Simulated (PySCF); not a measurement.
Input of a run (PBE0/6-31+G* geometry optimisation, gas phase (PySCF 2.14.0)), started from GFN2-xTB:
```
{"job": {"xc": "PBE0", "basis": "6-31+G*", "grid": 1, "kind": "geom"}, "charge": 0, "multiplicity": 1}
C      0.539611    -0.005575     0.577130
C     -0.534464     0.007856     0.056156
H      1.484013    -0.017299     1.035275
H     -1.478926     0.019791    -0.401860
```

Output (energies in Eh, forces in Eh/bohr):
```
step   0  E = -77.22500999  max force = 0.013684
step   1  E = -77.22587410  max force = 0.002789
step   2  E = -77.22587861  max force = 0.000178
optimisation converged
```

Task: Summarise the run.

Result: The energy falls by 2.3 kJ/mol over 3 energy and gradient evaluations, the largest force component goes from 0.0137 to 1.8e-04 Eh/bohr, and the atoms move by 0.018 Å rms after alignment. Among the bonds, C1–H3 and C2–H4 change most and about equally (+0.018 Å). Bonds longer at the end by more than 0.005 Å: 3 of 3; shorter: 0. The energy never rose by more than 1e-6 Eh on the way. The first step brought 99 % of the lowering.

Task: What are the final bond lengths?

Result: C1≡C2 1.207 Å, C1–H3 1.068 Å, C2–H4 1.068 Å. Numbering counts from 1 in the input's order; the species is acetylene (`C#C`).

The run used 40 basis functions and 15 SCF cycles in all. Hardware: one thread of an AMD EPYC 7R13, on a shared host. Cost: 1.1 s wall, 0.24 GiB resident at most.

Stationary, but not proved a minimum.
